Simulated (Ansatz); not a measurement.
A-type hexagonal La₂O₃, treated with HSE06 in Ansatz (plane waves, PAW).

Numerical settings: plane-wave cutoff 500 eV, 6×6×4 k mesh (along the axes of the cell as run), gaussian smearing 0.02 eV, scalar-relativistic PAW data made under PBE.

Cell (relaxed at this level):

```yaml
crystal:
  lattice:
    - [1.95959, -3.39412, 0.00000]
    - [1.95959, 3.39412, 0.00000]
    - [0.00000, 0.00000, 6.13846]
  atoms:
    - { symbol: La, position: [0.33333, 0.66667, 0.24743] }
    - { symbol: La, position: [0.66667, 0.33333, 0.75257] }
    - { symbol: O, position: [0.00000, 0.00000, 0.00000] }
    - { symbol: O, position: [0.33333, 0.66667, 0.64542] }
    - { symbol: O, position: [0.66667, 0.33333, 0.35458] }
```

Problem. Predict the band gap.

Solution. 
* **band gap**: 5.28 eV (on the SCF k mesh)

Spin–orbit coupling is not included.

Computed values are for the static lattice.

Computing time: roughly 15 core-minutes.

Ansatz is an electronic-structure program.
